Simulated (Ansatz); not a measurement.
Basis-set series for `F/C=C(\F)CF`. Charge 0, multiplicity 1. All single points use the PBE0-D4/def2-TZVP geometry. It is one conformer, not always the lowest.

```tsv
functional	basis	functions	energy (Eh)	HOMO (eV)	LUMO (eV)
PBE0-D4	def2-SVP	99	-414.86539	-7.36	0.55
PBE0-D4	def2-QZVPP	432	-415.38445	-7.54	0.30
ωB97M-V	def2-SVP	99	-415.15319	-9.60	2.79
ωB97M-V	def2-QZVPP	432	-415.68428	-9.81	1.94
```

Problem. Give the rows for def2-TZVPP. (Estimate.)

Solution. Computed: 
| functional | basis | functions | energy (Eh) | HOMO (eV) | LUMO (eV) |
| --- | --- | --- | --- | --- | --- |
| PBE0-D4 | def2-TZVPP | 228 | -415.36269 | -7.49 | 0.39 |
| ωB97M-V | def2-TZVPP | 228 | -415.66353 | -9.76 | 2.55 |

Positive LUMOs are unbound and depend on the basis.
